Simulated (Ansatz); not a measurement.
Basis-set series for `FCC1=CS1`. Total charge 0; spin multiplicity 1. Geometry: relaxed with PBE0-D4/def2-TZVP. It is one conformer, not always the lowest.

```xyz
8

F    -0.2298    1.3445   -1.5905
C     0.2968    0.1928   -1.0514
C    -0.1983   -0.0283    0.3069
C    -0.0380   -0.3207    1.5381
S    -1.8175   -0.2655    1.1542
H     1.3877    0.2786   -1.0397
H     0.0014   -0.6464   -1.6909
H     0.5977   -0.5549    2.3735
```

| functional | basis | functions | energy (Eh) | HOMO (eV) | LUMO (eV) |
| --- | --- | --- | --- | --- | --- |
| PBE0-D4 | def2-SVP | 89 | -613.39024 | -5.55 | -0.78 |
| PBE0-D4 | def2-QZVPP | 388 | -613.80671 | -5.75 | -1.04 |
| ωB97M-V | def2-SVP | 89 | -613.66102 | -7.72 | 1.52 |
| ωB97M-V | def2-QZVPP | 388 | -614.08279 | -7.94 | 1.05 |

(1) Give the rows for def2-TZVPP. (An estimate is asked.)

Answers

(1) The calculation gave: 
```json
{"functional": "PBE0-D4", "basis": "def2-TZVPP", "functions": "208", "energy (Eh)": "-613.78286", "HOMO (eV)": "-5.70", "LUMO (eV)": "-0.97"}
{"functional": "ωB97M-V", "basis": "def2-TZVPP", "functions": "208", "energy (Eh)": "-614.06008", "HOMO (eV)": "-7.88", "LUMO (eV)": "1.22"}
```

Positive LUMOs are unbound and depend on the basis.

All numbers were calculated with Ansatz.
